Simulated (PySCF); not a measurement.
# Broadened absorption spectrum of C5H11P

Compound: C₅H₁₁P.
SMILES: `C(/C(C)C)(C)=P/[H]`

Method used: PySCF, TDDFT CAM-B3LYP/def2-SVPD, vertical, gas phase, core orbitals frozen in the response. The structure is a single GFN2-xTB conformer in the gas phase; no vibrational or solvent corrections. Torsions of this conformer, `[H]/[P:3]=[C:2](/[CH3:1])[CH:4]([CH3:5])[CH3:6]`: C1–C2–C4–C5 -77°.

Computed states:

```
state  E (eV)       f
   S1    4.82  0.0066
   S2    5.26   0.291
   S3    6.28   0.012
   S4    6.70  0.0034
   S5    7.11   0.017
   S6    7.25  0.0031
   S7    7.34   0.066
   S8    7.62   0.028
```

Broadening: Gaussians 0.3 eV wide at half height, area fixed by f = 4.319×10⁻⁹ ∫ε dν̃. The width is an assumption, not a result. The curve ends short of the highest state used, and states not computed would add to its high-energy end.

(1) Give the broadened spectrum and its maxima.

(2) Coming from long wavelengths, where does ε first pass 100 L mol⁻¹ cm⁻¹?

(3) On this curve, what absorbance would a 10⁻³ mol/L sample give at 254 nm over a 1 cm path?

(4) Does any computed singlet lie in the visible range?

Answers

(1) 
| λ (nm) | ε (L mol⁻¹ cm⁻¹) |
| --- | --- |
| 176.5 | 1577 |
| 178.4 | 818 |
| 180.4 | 409 |
| 182.3 | 309 |
| 184.3 | 320 |
| 186.2 | 307 |
| 188.2 | 263 |
| 190.1 | 281 |
| 192.1 | 447 |
| 194.0 | 723 |
| 195.9 | 979 |
| 197.9 | 1061 |
| 199.8 | 913 |
| 201.8 | 623 |
| 203.7 | 353 |
| 205.7 | 159 |
| 207.6 | 62 |
| 209.5 | 21 |
| 211.5 | 6 |
| 213.4 | 3 |
| 215.4 | 12 |
| 217.3 | 53 |
| 219.3 | 205 |
| 221.2 | 624 |
| 223.1 | 1619 |
| 225.1 | 3748 |
| 227.0 | 7165 |
| 229.0 | 12205 |
| 230.9 | 17683 |
| 232.9 | 22819 |
| 234.8 | 25725 |
| 236.8 | 25821 |
| 238.7 | 23198 |
| 240.6 | 18815 |
| 242.6 | 13600 |
| 244.5 | 9119 |
| 246.5 | 5511 |
| 248.4 | 3235 |
| 250.4 | 1840 |
| 252.3 | 1164 |
| 254.2 | 852 |
| 256.2 | 708 |
| 258.1 | 629 |
| 260.1 | 547 |
| 262.0 | 458 |
| 264.0 | 356 |
| 265.9 | 263 |
| 267.9 | 179 |
| 269.8 | 116 |
| 271.7 | 72 |
| 273.7 | 40 |
| 275.6 | 22 |
| 277.6 | 11 |
| 279.5 | 6 |
| 281.5 | 3 |
| 283.4 | 1 |

Maxima: 236 nm (5.26 eV), ε about 26000, made up of S2 (100%); 198 nm (6.28 eV), ε about 1100, made up of S3 (100%); 185 nm (6.71 eV), ε about 320, made up of S4 (95%) (hardly more than a shoulder) (ε in L mol⁻¹ cm⁻¹; maxima over ε = 5, shares over 10%). At its high-energy end, 7.02 eV, the curve is still rising (ε about 1500, from S5 and S7).

(2) At about 270 nm (4.59 eV), 0.24 eV below S1.

(3) 254 nm is 4.881 eV, where ε is about 870 L mol⁻¹ cm⁻¹, so A = ε c l ≈ 0.87 (Beer–Lambert, with the gas-phase spectrum and the assumed width).

(4) No computed singlet lies in the visible range (380 to 750 nm); the lowest, at 257 nm, stands 1.56 eV above its violet end (3.26 eV); a Tamm–Dancoff triplet lies at 457 nm, without intensity as long as spin–orbit coupling is left out.
